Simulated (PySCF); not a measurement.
# Working with the constants of NaN

ROHF-CCSD(T) constants of NaN, triplet, unpaired electrons π ↑↑ (PySCF, no relativity, basis sets Na 3-21G, N 3-21G; masses 22.9898 and 14.0031 u):

```
ωe              : 214.1 cm⁻¹
ωexe            : 3.97 cm⁻¹
Be              : 0.31872 cm⁻¹
αe              : 0.00883 cm⁻¹
D (centrifugal) : 2.83e-06 cm⁻¹
De to Na + N    : 0.305 eV
```

(1) Give the vibrational terms G(v) and spacings up to v = 3.

(2) How well does the Morse estimate ωe²/(4ωexe) reproduce De, and what is D0?

Correlated steps freeze 2 core orbitals. The bond is weak. Basis-set superposition, not corrected here, can be much of De in a small basis, most of all at correlated wavefunction levels. The CCSD T1 diagnostic is raised, a sign that a single reference may not be enough here. 3-21G is very small, so such numbers show the basis as much as the molecule. The state is the lowest determinant that a PBE0 search found; another state may lie lower at other levels.

Results:

(1) G(v) = ωe(v+½) − ωexe(v+½)².

| v | G(v) (cm⁻¹) | G(v) − G(v−1) | Bv (cm⁻¹) |
| --- | --- | --- | --- |
| 0 | 106 |  | 0.3143 |
| 1 | 312 | 206 | 0.3055 |
| 2 | 510 | 198 | 0.2966 |
| 3 | 701 | 190 | 0.2878 |

(2) It gives 0.358 eV, 117 % of the computed De. D0 = De − G(0) = 0.305 − 0.013 = 0.292 eV.
